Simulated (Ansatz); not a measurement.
**InCl2Br (InBrCl₂): the relaxed shape and its frontier levels**

Aim: characterise InCl2Br (InBrCl₂) as a singlet: its structure, frontier levels and distribution of charge.

Method: RKS PBE0-D4/def2-TZVP; program: Ansatz 0.2.0, Gaussian basis.

Plan: relaxation at r2SCAN-D4/def2-SVP; a search for the lowest solution at PBE0-D4/def2-SVP; a single point at PBE0-D4/def2-TZVP; harmonic vibrations at r2SCAN-D4/def2-SVP.

1 further run of the same task is left out (set aside as unsound or not needed).

## Step 1: Where the work starts

4 atoms, charge 0, spin multiplicity 1.

Atoms are counted from 1 here; the program's logs count them from 0.

Bond lengths: In1–Cl2 2.293 Å, In1–Cl3 2.297 Å, In1–Br4 2.479 Å. Angles: Cl2–In1–Cl3 121.9°, Cl2–In1–Br4 119.1°, Cl3–In1–Br4 119.0°.

In takes a core potential in the def2 sets. No spin-orbit coupling is included.

The start is a GFN2-xTB geometry.

## Step 2: Relaxation at r2SCAN-D4/def2-SVP

in.yaml reads:

```yaml
crystal:
  periodic: [false, false, false]
  atoms:
    - {symbol: In, position_ang: [0.033350, 0.053410, 0.001090]}
    - {symbol: Cl, position_ang: [2.324990, -0.011360, 0.011690]}
    - {symbol: Cl, position_ang: [-1.126150, 2.035730, -0.018410]}
    - {symbol: Br, position_ang: [-1.232190, -2.077780, 0.005630]}
basis:
  gaussian: {orbitals: def2-SVP}
hamiltonian: {xc: r2scan, dispersion: d4}
scf: {omitted_lower_state_checks: [starts]}
output: {orbitals: {seedname: orbitals}}
relax: {f_tol: 0.02, max_steps: 100}
```

Launch:

```console
$ ansatz run in.yaml --threads 4 --pin off --events-out ev --progress --plain --max-ram 3916MiB
```

The runs that follow: Searching for the lowest solution, PBE0-D4/def2-SVP; Single point, PBE0-D4/def2-TZVP; Harmonic vibrations.

Q: Predict the results of all the runs planned. Wanted: point group; commonest bond; HOMO, LUMO at PBE0-D4/def2-TZVP; dipole at r2SCAN-D4/def2-SVP; lowest, highest wavenumber.

As calculated:

```
                       quantity                            value
                    point group                              C2v
                 commonest bond  Cl–In, 2 of mean length 2.328 Å
HOMO, LUMO at PBE0-D4/def2-TZVP                  -8.99, -3.16 eV
   dipole at r2SCAN-D4/def2-SVP                           0.49 D
     lowest, highest wavenumber                     75, 396 cm⁻¹
```

In words: The molecule keeps its bonding pattern by the stored test; the atoms moved 0.03 Å (rms). All wavenumbers are real: a minimum at this level.
